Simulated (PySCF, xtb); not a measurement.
hydrogen peroxide cation (H2O2), SMILES OO (connectivity only; charge and spin as stated), charge +1, multiplicity 2.

Coordinates come from a B3LYP-D3(BJ)/def2-TZVP optimisation. The multiplicity is an assumed one; other spin states were not compared.

Computed with IEF-PCM-ωB97X/def2-TZVPD (PySCF 2.14.0).

The values are the electrostatic part of the solvation free energy, E(continuum) − E(gas) at the gas-phase geometry, in a cavity of scaled van der Waals radii (PySCF's table); cavitation and dispersion terms are not included.

```json
[
 {"solvent": "water", "ε": "78.36", "ΔG(elec) (kcal/mol)": "-81.6"},
 {"solvent": "acetonitrile", "ε": "35.69", "ΔG(elec) (kcal/mol)": "(withheld)"},
 {"solvent": "1-octanol", "ε": "9.86", "ΔG(elec) (kcal/mol)": "-74.1"}
]
```

**Question.** Some entries are withheld; supply them. (Estimate from the structure and the level; the computed values follow.)

**Answer.** 
- acetonitrile, ΔG(elec) (kcal/mol): -80.3

For comparison, GFN2-xTB/ALPB(water) (xtb, at the GFN2-xTB geometry, all terms of that model) gives -90.4 kcal/mol.
